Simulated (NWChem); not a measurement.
A calculation on ClNa

```xyz
2

Na     0.0000     0.0000    -1.4209
Cl     0.0000     0.0000     0.9194
```
Charge 0, spin multiplicity 1.

Program: NWChem. The geometry was optimised at B3LYP/def2-SVP, a minimum by its harmonic frequencies.

Symmetry labels belong to the abelian group C2v used in the runs, with the axes of the coordinates shown; states degenerate in a higher group split over its labels.

The structure started from a generated list of species.

Question: List the lowest 3 singlet excitations that TD-PBE/def2-SVPD gives, with oscillator strengths.

Answer: 
| state | symmetry | energy (eV) | wavelength (nm) | f |
|---|---|---|---|---|
| 1 | b2 | 3.12 | 397 | 0.009 |
| 2 | b1 | 3.12 | 397 | 0.009 |
| 3 | a1 | 3.82 | 325 | 0.100 |
